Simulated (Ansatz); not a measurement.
C₈H₁₈ (`CCCCCC(C)C`), relaxed with RKS PBE0-D4/def2-TZVP in Ansatz 0.2.0 from a GFN2-xTB geometry. The force threshold is 0.005 eV/Å; the program also tests the step.

Total charge 0; spin multiplicity 1.

Start:

```xyz
26

C    -1.117   -0.206   -3.161
C    -0.783   -1.444   -2.337
C    -0.517   -1.130   -0.864
C     0.747   -0.300   -0.648
C     1.168   -0.212    0.820
C     0.156    0.459    1.755
C     0.680    0.411    3.190
C    -0.121    1.905    1.352
H    -1.372   -0.488   -4.180
H    -0.272    0.476   -3.200
H    -1.966    0.320   -2.729
H    -1.619   -2.146   -2.399
H     0.093   -1.938   -2.764
H    -0.416   -2.072   -0.319
H    -1.381   -0.602   -0.456
H     1.566   -0.762   -1.206
H     0.605    0.703   -1.050
H     1.361   -1.223    1.188
H     2.110    0.342    0.877
H    -0.784   -0.101    1.718
H     1.611    0.968    3.272
H    -0.042    0.847    3.876
H     0.867   -0.616    3.497
H    -0.775    2.381    2.081
H     0.808    2.470    1.307
H    -0.607    1.958    0.381
```

By how much does the energy fall, and how many steps does the optimiser take? (An estimate is asked.)

The calculation gave: 0.58 kcal/mol, in 7 steps.

Which bonds change most? (Best estimate.)

Computed: C8–H25 from 1.088 to 1.095 Å; C7–H21 from 1.088 to 1.095 Å; C6–C7 from 1.528 to 1.522 Å; C4–C5 from 1.530 to 1.523 Å.

Give the relaxed structure. (An estimate is asked.)

Ansatz gave: 
```xyz
26

C    -1.111   -0.142   -3.122
C    -0.809   -1.406   -2.332
C    -0.493   -1.154   -0.863
C     0.781   -0.356   -0.631
C     1.182   -0.239    0.834
C     0.167    0.440    1.753
C     0.686    0.456    3.183
C    -0.175    1.849    1.291
H    -1.393   -0.377   -4.151
H    -0.249    0.527   -3.164
H    -1.939    0.412   -2.670
H    -1.666   -2.083   -2.398
H     0.033   -1.935   -2.795
H    -0.405   -2.117   -0.345
H    -1.345   -0.640   -0.402
H     1.601   -0.836   -1.178
H     0.681    0.644   -1.065
H     1.388   -1.242    1.227
H     2.128    0.313    0.902
H    -0.756   -0.154    1.741
H     1.606    1.046    3.254
H    -0.043    0.895    3.868
H     0.913   -0.554    3.535
H    -0.875    2.327    1.981
H     0.726    2.470    1.247
H    -0.632    1.857    0.299
```
